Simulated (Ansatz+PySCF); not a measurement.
The numbers below are computed, except where a source is named.
## Several solutions for singlet NaCl in separate pieces

```xyz
2

Na    0.0000    0.0000    0.0000
Cl   10.0000    0.0000    0.0000
```

Basis set: STO-3G (spherical functions). Charge 0, multiplicity 1.

CASSCF(6,6) was run from several starts with Ansatz (development build ahead of 0.2.0) and PySCF 2.14.0. The starts are those of the Hartree–Fock orbitals from which the active space was taken at the frontier.

```tsv
run	program	start	converged	energy (hartree)	<S²>
A	Ansatz	atomic start, no search	yes	-614.31796	0.00
B	Ansatz	search for the lowest state	yes	-614.34744	0.00
C	PySCF	program defaults	yes	-614.31796	0.00
D	Ansatz	stability test followed	yes	-614.31796	0.00
```

(1) Which runs reached the lowest solution of this kind, and what is wrong with the others?

Results:

(1) B reached the lowest solution found. Converged but too high: A by 0.80 eV, C by 0.80 eV, D by 0.80 eV. Convergence only shows a stationary point; in CASSCF the end hangs on which orbitals enter the active space. Caution: other starts end on other solutions of this active space.
